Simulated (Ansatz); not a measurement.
We consider diamond-structure Si, described by PBE0 (Ansatz, a quantum-chemistry and plane-wave program, PAW).

Run with plane-wave cutoff 460 eV, 8×8×8 k mesh, Fermi–Dirac smearing 0.01 eV, scalar-relativistic PAW data made under PBE.

Cell (relaxed at this level):

```xyz
2
Lattice="0.0000 2.7182 2.7182 2.7182 0.0000 2.7182 2.7182 2.7182 0.0000" Properties=species:S:1:pos:R:3 pbc="T T T"
Si     0.0000     0.0000     0.0000
Si     1.3591     1.3591     1.3591
```

Problem. What does this level give for the width of the whole s-p valence band, band gap, bulk modulus, pressure derivative B′ of the bulk modulus and smallest direct gap on the k points sampled?

Solution. 
* **width of the whole s-p valence band**: 13.39 eV
* **band gap**: 1.77 eV (indirect)
* **bulk modulus**: 99.4 GPa
* **pressure derivative B′ of the bulk modulus**: 4.1
* **smallest direct gap on the k points sampled**: 3.96 eV

Measured, for comparison: bulk modulus 101 GPa (0 K value with zero-point phonon effects removed; as tabulated in Sun et al. (2011), doi:10.1103/physrevb.84.035117). Computed (rounded) less measured: bulk modulus -2 %.

It cost very roughly 4 core-minutes of CPU time.
